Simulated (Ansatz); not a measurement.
Two isomers of C7H8: A = `CC=C1C=CC=C1`, B = `C1=CC2(C=C1)CC2`.

Isolated molecules relaxed with PBE0-D4/def2-TZVP in Ansatz; ΔE leaves out vibrations. CBS: MP2 limit from def2 TZ/QZ plus the TZ coupled-cluster correction, frozen cores. Functionals use def2-TZVPP. B3LYP here is the variant with VWN-RPA as its local correlation; programs differ in this.

Problem. Which isomer does CCSD(T)/CBS put lower? Give the gap. (An estimate is asked.)

Solution. Ansatz gave: A, by 11.1 kcal/mol.

Problem. Give E(B) − E(A) in kcal/mol with B3LYP, r2SCAN-D4, MP2/def2-TZVPP, HF/def2-TZVPP, CCSD(T)/def2-SVP, ωB97M-V, B2PLYP. (An estimate is asked.)

Solution. Ansatz gave: B3LYP 14.0, r2SCAN-D4 10.3, MP2/def2-TZVPP 8.5, HF/def2-TZVPP 14.0, CCSD(T)/def2-SVP 9.4, ωB97M-V 8.8, B2PLYP 12.5. None reverses the order clearly.

Problem. Does the order hold for the free energy at 298.15 K (harmonic terms from PBE0-D4)? (An estimate is asked.)

Solution. The calculation gave: Yes: G(B) − G(A) = +12.7 kcal/mol.

Largest T1 diagnostic: 0.011.

From BLYP to BHLYP (50 % exact exchange), in def2-TZVPP and without D4, E(B) − E(A) moves by −3.3 kcal/mol. In def2-TZVPP, CCSD(T) changes the Hartree–Fock value by −3.3 kcal/mol (the triples alone add +0.5 kcal/mol) and MP2 by −5.5 kcal/mol.
